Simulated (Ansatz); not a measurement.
Basis-set extrapolation for H4OSi2 (PBE0-D4/def2-TZVP geometry, frozen core, Ansatz). Multiplicity 1, RHF reference.

```csv
,def2-TZVPP,def2-QZVPP
HF,-655.146777,-655.169135
MP2 correlation,-0.462232,-0.498360
CCSD(T) correlation,-0.518790,not run
```

Energies in hartree. Use E(X) = E(∞) + A·exp(−7.88·√X) for Hartree–Fock and E(X) = E(∞) + B·X^(−2.97) for correlation, with X = 3 and 4, and add CCSD(T) minus MP2 of the smaller set to the MP2 limit.

Question: What is the CCSD(T) energy at the basis-set limit?

Answer: HF limit: -655.169135 + (-0.022358) × 0.13774 = -655.17221. MP2 limit: -0.498360 + (-0.036128) × 0.74074 = -0.52512. Higher-order term: -0.518790 − (-0.462232) = -0.05656. Total: -655.75389 hartree, 231.9 kJ/mol below CCSD(T)/def2-TZVPP.
